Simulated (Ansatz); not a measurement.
# CH3OS: the cost of one run

Program: Ansatz 0.2.0. Level of theory: RKS r2SCAN/STO-3G. These are calculated values, not measurements.

## Step 1: The structure to begin with

Bond lengths: O1–C2 1.242 Å, C2–S3 2.139 Å, C2–H4 1.115 Å, C2–H5 1.114 Å, S3–H6 1.325 Å. Angles: O1–C2–S3 113.3°, O1–C2–H4 119.6°, O1–C2–H5 120.0°, S3–C2–H4 93.7°, S3–C2–H5 93.8°, H4–C2–H5 110.1°, C2–S3–H6 92.4°.

Structure file:

```xyz
6

O     0.6508    0.0904   -1.3434
C     0.0517   -0.4902   -0.4229
S    -0.7414    0.8469    1.0456
H     0.6307   -1.0817    0.3240
H    -0.9317   -0.9766   -0.6185
H     0.3400    1.6111    1.0152
```

## Step 2: Relaxing end A

input.yaml reads:

```yaml
crystal:
  periodic: [false, false, false]
  atoms:
    - { symbol: O, position_ang: [0.65076, 0.09043, -1.34341] }
    - { symbol: C, position_ang: [0.0517, -0.49016, -0.42286] }
    - { symbol: S, position_ang: [-0.74143, 0.84692, 1.04563] }
    - { symbol: H, position_ang: [0.63068, -1.0817, 0.32399] }
    - { symbol: H, position_ang: [-0.93168, -0.97658, -0.61854] }
    - { symbol: H, position_ang: [0.33998, 1.61108, 1.01519] }
total_charge: -1
basis:
  gaussian: { orbitals: STO-3G }
hamiltonian:
  xc: r2scan
relax:
  f_tol: 0.02
  max_steps: 50
```

Run with:

```console
ansatz run input.yaml --threads 1 --pin off --max-ram 2048MiB --backend cpu --events-out ev --progress --plain --runs-dir out
```

What time and memory should one allow on 1 thread of Arm Neoverse V1, shared host?

About 15 s, with a peak of 0.12 GiB.
